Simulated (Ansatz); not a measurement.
## C3H6NS (charge -1), SMILES NC/C=C/[S-]: a ladder of methods at one geometry, step by step

With the Python package of Ansatz (0.2.0).

At the Python prompt:
```pycon
>>> from pathlib import Path
>>> import ansatz as az
>>> from ase import Atoms
>>> import numpy as np
>>> atoms = Atoms(["N", "C", "C", "C", "S", "H", "H", "H", "H", "H", "H"], positions=[
...     (-1.651, 0.6525, 0.3662),
...     (-0.7393, -0.1187, -0.4768),
...     (0.6637, 0.35, -0.2901),
...     (1.6705, -0.4303, 0.1387),
...     (3.3244, -0.0241, 0.3897),
...     (-2.4944, 0.1045, 0.5067),
...     (-1.2078, 0.7257, 1.284),
...     (-0.8346, -1.1816, -0.2272),
...     (-1.0313, -0.0005, -1.5251),
...     (0.8747, 1.3888, -0.5314),
...     (1.4251, -1.4663, 0.3653),
... ])
>>> geometry = az.Crystal.molecule_from_ase(atoms)
>>> job = geometry.calculation().basis(gaussian="def2-SVP").charge(-1)
>>> print("functional    E (Ha)        dipole (D)   HOMO (eV)  LUMO (eV)")
functional    E (Ha)        dipole (D)   HOMO (eV)  LUMO (eV)
>>> for name in ["pbe", "lda", "cam_b3lyp", "blyp", "hf", "hse06"]:
...     data = job.functional(name).forces().orbitals().run(runs_dir="runs").report
...     lines = Path(data["orbitals_path"]).read_text().splitlines()
...     field_of = lambda key: [line.split("=")[1].strip() for line in lines if line.startswith(key)]
...     orbitals = [(27.211386 * float(e), s, float(n)) for e, s, n in zip(field_of("Ene="), field_of("Spin="), field_of("Occup="))]
...     homo = max(e for e, _, n in orbitals if n > 0.5)
...     lumo = min(e for e, _, n in orbitals if n < 0.5)
...     dipole = 4.803205 * np.linalg.norm(data["charge_distribution"]["dipole_moment_e_ang"])
...     print(f"{name:10s} {data['free_energy_ev'] / 27.211386246:14.6f} {dipole:9.3f} {homo:11.3f} {lumo:10.3f}")
...
pbe           -570.215778     5.826       1.593      4.467
lda           -567.689213     5.720       1.507      4.327
cam_b3lyp     -570.522684     6.401      -0.571      6.177
blyp          -570.517540     5.626       1.835      4.500
hf            -568.791882     7.132      -1.699      8.239
hse06         -570.253766     6.297       0.879      4.914
```

What to keep in mind:
- Total energies depend on the basis set; only differences at equal settings carry meaning.
- The geometry is a force-field or estimated start, not a minimum of this method, and the basis set is short of its limit. A lower total doesn't mark the better method: functionals have no common bound, and MP2 and coupled cluster aren't variational.
- An ion's dipole depends on the origin; the program takes it about the centre of nuclear charge.
- Levels such as HOMO and LUMO are orbital energies: with these approximate functionals they aren't the ionisation energy and electron affinity, and their gap isn't the fundamental gap.
- hse06 follows the composition of plane-wave codes, whose totals differ by tens of mHa, up to about 0.1 Ha, from the form usual in Gaussian-basis programs (wpbeh).
- Anions want diffuse functions, which this basis lacks.
- Timing: 24 s on 1 thread of Arm Neoverse V1, on a shared host, peak memory 0.31 GiB.
